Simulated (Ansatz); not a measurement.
**C₂HFO₂: basis-set convergence**

How large a basis does C₂HFO₂ need? Two functionals are run in growing sets.

Method: one geometry, several basis sets; program: Ansatz 0.2.0, Gaussian basis.

The runs, in order: PBE0-D4/def2-SVP; ωB97M-V/def2-SVP; PBE0-D4/def2-QZVPP; ωB97M-V/def2-QZVPP; the functionals' def2-TZVPP values are taken from earlier runs.

## Step 1: The geometry

The geometry comes from an earlier relaxation with PBE0-D4 in a triple-zeta def2 set; it is a stationary point.

6 atoms, charge 0, spin multiplicity 1.

Atoms are counted from 1 here; the program's logs count them from 0.

Bond lengths: O1–C2 1.178 Å, C2–O3 1.338 Å, C2–C4 1.443 Å, O3–C4 1.463 Å, C4–F5 1.331 Å, C4–H6 1.086 Å. Angles: O1–C2–O3 138.9°, O1–C2–C4 157.7°, O3–C2–C4 63.4°, C2–O3–C4 61.8°, C2–C4–O3 54.8°, C2–C4–F5 120.5°, C2–C4–H6 125.4°, O3–C4–F5 114.3°, O3–C4–H6 114.7°, F5–C4–H6 112.2°.

## Step 2: PBE0-D4 in def2-SVP

Input file in.yaml:

```yaml
crystal:
  periodic: [false, false, false]
  atoms:
    - {symbol: O, position_ang: [-0.635221, -1.919214, 0.071682]}
    - {symbol: C, position_ang: [-0.117123, -0.862431, 0.028330]}
    - {symbol: O, position_ang: [1.094416, -0.341020, -0.198810]}
    - {symbol: C, position_ang: [-0.014315, 0.576284, 0.067382]}
    - {symbol: F, position_ang: [-0.383997, 1.307764, -0.981212]}
    - {symbol: H, position_ang: [0.098439, 1.174517, 0.966528]}
basis:
  gaussian: {orbitals: def2-SVP}
hamiltonian: {xc: pbe0, dispersion: d4}
output: {orbitals: {seedname: orbitals}}
```

Launch:

```
ansatz run in.yaml --threads 2 --pin off --events-out ev --progress --plain --max-ram 4352MiB
```

The runs that follow: ωB97M-V in def2-SVP; PBE0-D4 in def2-QZVPP; ωB97M-V in def2-QZVPP.

**Question.** What will the summary of the whole plan be? Wanted: PBE0-D4: double and triple zeta above quadruple; ωB97M-V: double and triple zeta above quadruple.

As calculated:

```
                                       quantity           value
PBE0-D4: double and triple zeta above quadruple  10.99, 0.46 eV
ωB97M-V: double and triple zeta above quadruple  11.21, 0.43 eV
```

For PBE0-D4 the step from double to triple zeta gains 10.53 eV and the next only 0.46 eV. Total energies overstate the basis error of differences, where much of it tends to cancel.
